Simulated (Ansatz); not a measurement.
# Si2H2 (singlet): the correlation ladder, cc-pVTZ

The task here is to estimate one member of a computed series from the others.

Computed with Ansatz 0.2.0, Gaussian basis. Level: cc-pVTZ, core rule «outside noble gas», up to 10 orbitals frozen.

Plan: UHF; CCSD(T) on RHF; CCSD(T) on UHF; BCCD(T) on RHF; CCSDT(Q) on RHF; CCSDT(Q) on UHF; CASSCF and MRCISD+Q, 10 electrons in 10 orbitals; CASSCF and NEVPT2, 10 electrons in 10 orbitals.

4 further runs of the same task are left out: 4 set aside as unsound or not needed.

### The system

The geometry is a PBE0/def2-TZVP stationary point (not a proven minimum).

4 atoms, charge 0, spin multiplicity 1.

Atoms are counted from 1 here; the program's logs count them from 0.

Bond lengths: Si1–Si2 2.101 Å, Si1–H3 1.493 Å, Si1–H4 1.638 Å, Si2–H4 1.718 Å. Angles: Si2–Si1–H3 160.7°, Si2–Si1–H4 53.0°, H3–Si1–H4 107.8°, Si1–Si2–H4 49.5°, Si1–H4–Si2 77.5°.

The first run:

in.yaml

```yaml
crystal:
  periodic: [false, false, false]
  atoms:
    - {symbol: Si, position_ang: [0.000000, 0.064094, 1.005387]}
    - {symbol: Si, position_ang: [0.000000, -0.004642, -1.094839]}
    - {symbol: H, position_ang: [0.000000, -0.381837, 2.430212]}
    - {symbol: H, position_ang: [0.000000, -1.274751, 0.062301]}
basis:
  gaussian: {orbitals: cc-pVTZ}
magnetization: {spin_polarized: true, initial_magnetization: 0}
hamiltonian: {xc: hf}
output: {orbitals: {seedname: orbitals}}
```

Launch:

```
$ ansatz run in.yaml --threads 1 --pin off --events-out ev --progress --plain --max-ram 4096MiB --backend cpu
```

Among the steps run: UHF; CCSD(T) on RHF; CCSD(T) on UHF; BCCD(T) on RHF; CCSDT(Q) on RHF; CCSDT(Q) on UHF; CASSCF and MRCISD+Q, 10 electrons in 10 orbitals; CASSCF and NEVPT2, 10 electrons in 10 orbitals.

One table of the session follows, with a row left open; its other results are not shown here.

```
          method  from RCCSDT(Q) (meV)
             RHF               +7632.0
             UHF               +7576.0
            RMP2                     ?
           RCCSD                +520.7
        RCCSD(T)                 +74.8
         BCCD(T)                 +73.2
          RCCSDT                 +40.6
       RCCSDT(Q)                     0
  CASSCF valence               +4931.3
  NEVPT2 valence               +1190.9
  MRCISD valence                +487.1
MRCISD+Q valence                 +62.0
```

Estimate the missing values for RMP2.

As computed: from RCCSDT(Q) (meV): +1313.7. In the column «from RCCSDT(Q) (meV)» it lies between NEVPT2 valence (+1190.9) and CASSCF valence (+4931.3).

Not comparable, so not listed: CCSD(T) on UHF; CCSDT(Q) on UHF (they don't share determinant, frozen orbitals or solution with the rows shown, or repeat one).

Limits of these values: Warnings: restricted reference is unstable; spin contamination.
